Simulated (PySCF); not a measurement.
PySCF input (B3PW91/6-31G* (5d)):

```python
from pyscf import gto, dft

mol = gto.M(
    atom='''
    Si   -0.00000000   -0.00000000   -1.13393700
    Si    0.00000000    0.00000000    1.13393700
    ''',
    basis='6-31g*',
    charge=0,
    spin=2,
    symmetry='D2h',
    verbose=4,
)

mf = dft.UKS(mol, xc='b3pw91')
mf.grids.level = 3
mf.conv_tol = 1e-9
mf.max_cycle = 100
mf.max_memory = 1500
mf.kernel()
if not mf.converged:
    mf = mf.newton()
    mf.kernel(mf.make_rdm1())
mf.dip_moment()
```

Output:

```
PySCF version 2.14.0

[INPUT] verbose = 4
[INPUT] num. atoms = 2
[INPUT] num. electrons = 28
[INPUT] charge = 0
[INPUT] spin (= nelec alpha-beta = 2S) = 2
[INPUT] symmetry D2h subgroup None
[INPUT] Mole.unit = angstrom
[INPUT] Symbol           X                Y                Z      unit          X                Y                Z       unit  Magmom
[INPUT]  1 Si     0.000000000000   0.000000000000  -1.133937000000 AA    0.000000000000   0.000000000000  -2.142830372511 Bohr   0.0
[INPUT]  2 Si     0.000000000000   0.000000000000   1.133937000000 AA    0.000000000000   0.000000000000   2.142830372511 Bohr   0.0

nuclear repulsion = 45.7339046791488
point group symmetry = Dooh, use subgroup D2h
symmetry origin: [0. 0. 0.]
symmetry axis x: [1. 0. 0.]
symmetry axis y: [0. 1. 0.]
symmetry axis z: [0. 0. 1.]
num. orbitals of irrep Ag = 9
num. orbitals of irrep B1g = 1
num. orbitals of irrep B2g = 4
num. orbitals of irrep B3g = 4
num. orbitals of irrep Au = 1
num. orbitals of irrep B1u = 9
num. orbitals of irrep B2u = 4
num. orbitals of irrep B3u = 4
number of shells = 16
number of NR pGTOs = 102
number of NR cGTOs = 36
basis = 6-31g*
ecp = {}

******** <class 'pyscf.dft.uks_symm.SymAdaptedUKS'> ********
method = SymAdaptedUKS
initial guess = minao
damping factor = 0
level_shift factor = 0
DIIS = <class 'pyscf.scf.diis.CDIIS'>
diis_start_cycle = 1
diis_space = 8
diis_damp = 0
SCF conv_tol = 1e-09
SCF conv_tol_grad = None
SCF max_cycles = 100
direct_scf = True
direct_scf_tol = 1e-13
number electrons alpha = 15  beta = 13
XC library pyscf.dft.libxc version 7.1.2
    S. Lehtola, C. Steigemann, M. J. T. Oliveira, and M. A. L. Marques,  SoftwareX 7, 1–5 (2018)
XC functionals = b3pw91
    A. D. Becke,  J. Chem. Phys. 98, 5648 (1993)
radial grids:
    Treutler-Ahlrichs [JCP 102, 346 (1995); DOI:10.1063/1.469408] (M4) radial grids

becke partition: Becke, JCP 88, 2547 (1988); DOI:10.1063/1.454033
pruning grids: <function nwchem_prune>
grids dens level: 3
symmetrized grids: D2h
atomic radii adjust function: <function treutler_atomic_radii_adjust>
small_rho_cutoff = 0
Freeze 0 electrons in irreps []
    28 free electrons in irreps Ag B1g B2g B3g Au B1u B2u B3u
Set gradient conv threshold to 3.16228e-05
tot grids = 38360
init E= -578.720650742532
alpha HOMO (B3u) = -0.186820066435063  LUMO (B3g) = -0.0767530141577926
beta  HOMO (Ag) = -0.191295777031808  LUMO (B2u) = -0.186820066435063

WARN: HOMO -0.186820066435063 >= LUMO -0.186820066435063

WARN: alpha-B2u HOMO -0.186820066435063 > system LUMO -0.186820066435063

WARN: alpha-B3u HOMO -0.186820066435063 > system LUMO -0.186820066435063

WARN: beta-B2u LUMO -0.186820066435063 < system HOMO -0.186820066435063

WARN: beta-B3u LUMO -0.186820066435063 < system HOMO -0.186820066435063

cycle= 1 E= -578.747796594677  delta_E= -0.0271  |g|= 0.0424  |ddm|=  1.2
alpha HOMO (Ag) = -0.225844983152718  LUMO (B3g) = -0.0974949945772295
beta  HOMO (Ag) = -0.210234425007309  LUMO (B3u) = -0.150346257766952
  HOMO = -0.210234425007  LUMO = -0.150346257767  gap/eV = 1.62964
cycle= 2 E= -578.749688326214  delta_E= -0.00189  |g|= 0.0132  |ddm|= 0.158
alpha HOMO (Ag) = -0.218750487028444  LUMO (B3g) = -0.0923782652593181
beta  HOMO (Ag) = -0.205980967063739  LUMO (B2u) = -0.141884930351686
  HOMO = -0.205980967064  LUMO = -0.141884930352  gap/eV = 1.74414
cycle= 3 E= -578.749867330533  delta_E= -0.000179  |g|= 0.00527  |ddm|= 0.0432
alpha HOMO (Ag) = -0.219531524552194  LUMO (B2g) = -0.0936538716661612
beta  HOMO (Ag) = -0.207997351960792  LUMO (B3u) = -0.143224072470535
  HOMO = -0.207997351961  LUMO = -0.143224072471  gap/eV = 1.76257
cycle= 4 E= -578.749899862255  delta_E= -3.25e-05  |g|= 0.000772  |ddm|= 0.0141
alpha HOMO (Ag) = -0.21923968252765  LUMO (B3g) = -0.0936840292430352
beta  HOMO (Ag) = -0.208125972539152  LUMO (B2u) = -0.142997392400969
  HOMO = -0.208125972539  LUMO = -0.142997392401  gap/eV = 1.77224
cycle= 5 E= -578.749900960969  delta_E= -1.1e-06  |g|= 9.73e-05  |ddm|= 0.00365
alpha HOMO (Ag) = -0.219200082900143  LUMO (B2g) = -0.0936746895789098
beta  HOMO (Ag) = -0.208111608593034  LUMO (B2u) = -0.14298680918877
  HOMO = -0.208111608593  LUMO = -0.142986809189  gap/eV = 1.77214
cycle= 6 E= -578.749900978126  delta_E= -1.72e-08  |g|= 1.71e-05  |ddm|= 0.000415
alpha HOMO (Ag) = -0.219207091930444  LUMO (B3g) = -0.0936792631759819
beta  HOMO (Ag) = -0.208119173415369  LUMO (B2u) = -0.1429915488607
  HOMO = -0.208119173415  LUMO = -0.142991548861  gap/eV = 1.77221
cycle= 7 E= -578.749900978731  delta_E= -6.05e-10  |g|= 2.15e-06  |ddm|= 8.66e-05
alpha HOMO (Ag) = -0.219205304766414  LUMO (B2g) = -0.0936776630279874
beta  HOMO (Ag) = -0.208117149659846  LUMO (B3u) = -0.14298988677499
  HOMO = -0.20811714966  LUMO = -0.142989886775  gap/eV = 1.77220
Extra cycle  E= -578.74990097874  delta_E= -8.64e-12  |g|= 7.38e-07  |ddm|= 1.1e-05
converged SCF energy = -578.74990097874  <S^2> = 2.0054761  2S+1 = 3.0036485
Dipole moment(X, Y, Z, Debye):  0.00000,  0.00000, -0.00000
```

The geometry given is a B3LYP-D3(BJ)/def2-TZVP minimum.
